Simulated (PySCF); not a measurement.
**How far each method lies from RCCSDT for O2, triplet**

Geometry: MP2(full)/6-31G*, from the G2/97 set.

```xyz
2

O     0.0000    0.0000    0.0000
O     0.0000    0.0000    1.2460
```

Basis 6-31G; PySCF 2.14.0. Only valence electrons are correlated (noble-gas cores frozen), which leaves 12 electrons in 16 orbitals. R marks a restricted (for open shells ROHF) determinant, U an unrestricted one.

Full CI isn't at hand for all of this; RCCSDT serves as the reference. It lacks quadruple excitations, which often exceed the step from CCSD(T) to CCSDT. The frozen core follows each run's orbitals, which can shift R against U totals by a few meV.

* UHF ⟨S²⟩: 2.032
* ⟨S²⟩ of the determinant under UCCSD: 2.035
* T1 diagnostic (RCCSD): 0.0158
* largest doubles amplitude (RCCSD): 0.120
* T1 diagnostic (UCCSD): 0.0146

```json
{"level": "RHF", "E − E(RCCSDT) (kJ/mol)": "697.3", "share of correlation (%)": "0.00", "wall time": "–"}
{"level": "RMP2", "E − E(RCCSDT) (kJ/mol)": "-41.7", "share of correlation (%)": "105.98", "wall time": "–"}
{"level": "UMP2", "E − E(RCCSDT) (kJ/mol)": "-2.9", "share of correlation (%)": "100.41", "wall time": "–"}
{"level": "RCCSD", "E − E(RCCSDT) (kJ/mol)": "20.1", "share of correlation (%)": "97.12", "wall time": "–"}
{"level": "UCCSD", "E − E(RCCSDT) (kJ/mol)": "16.6", "share of correlation (%)": "97.62", "wall time": "–"}
{"level": "RCCSD(T)", "E − E(RCCSDT) (kJ/mol)": "0.0", "share of correlation (%)": "100.00", "wall time": "0.47 s"}
{"level": "UCCSD(T)", "E − E(RCCSDT) (kJ/mol)": "-0.5", "share of correlation (%)": "100.08", "wall time": "0.41 s"}
{"level": "UCCSDT", "E − E(RCCSDT) (kJ/mol)": "-0.5", "share of correlation (%)": "100.07", "wall time": "5.8 s"}
```

The correlation energy at RCCSDT, counted from RHF, is -7.227 eV. That run took 5.7 s on 1 thread of Intel Xeon, shared host.

Run but not shown, since their state or frozen core can't be matched to the reference's or they repeat it: UHF.

Times are those of the correlated step on a shared host, with one SCF added for the restricted CCSD run; they ran on 1 thread of Intel Xeon.

Atomization energy (electronic, same basis, no zero-point term; atoms at the same level, unrestricted beside the R rows where the molecule is a closed shell; the atoms' step beyond CCSDT comes from their full CI) at RCCSDT: 294.4 kJ/mol. Errors of other levels:

```json
{"level": "RHF", "error (kJ/mol)": "-380.7"}
{"level": "RMP2", "error (kJ/mol)": "89.9"}
{"level": "UMP2", "error (kJ/mol)": "47.3"}
{"level": "RCCSD", "error (kJ/mol)": "-17.9"}
{"level": "UCCSD", "error (kJ/mol)": "-14.7"}
{"level": "RCCSD(T)", "error (kJ/mol)": "0.3"}
{"level": "UCCSD(T)", "error (kJ/mol)": "0.7"}
{"level": "UCCSDT", "error (kJ/mol)": "0.3"}
```

This basis is far from its limit, so the value isn't to be set against a measured one.
